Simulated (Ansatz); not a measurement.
Na (model structure, started from the simple cubic type, Pm-3m, No. 221, 1 atom in the cell)

Calculation: PBEsol (plane waves, PAW; Ansatz, a first-principles code).

Numerical settings: plane-wave cutoff 500 eV, 22×22×22 k mesh, Fermi–Dirac smearing 0.1 eV, scalar-relativistic PAW data made under PBE.

Cell (relaxed at this level):

```yaml
crystal:
  lattice:
    - [3.38799, 0.00000, 0.00000]
    - [0.00000, 3.38799, 0.00000]
    - [0.00000, 0.00000, 3.38799]
  atoms:
    - { symbol: Na, position: [0.00000, 0.00000, 0.00000] }
```

For Na (model structure, started from the simple cubic type, Pm-3m, No. 221, 1 atom in the cell), the band gap comes out as none.

Note: the relaxation could raise the start's symmetry but not lower it, so the cell can be a saddle point.

The result took roughly 30 core-seconds.

A model structure was made by putting elements into a prototype or built by hand; it is no filed structure, need not be a known phase, and can be a saddle point held by its symmetry.
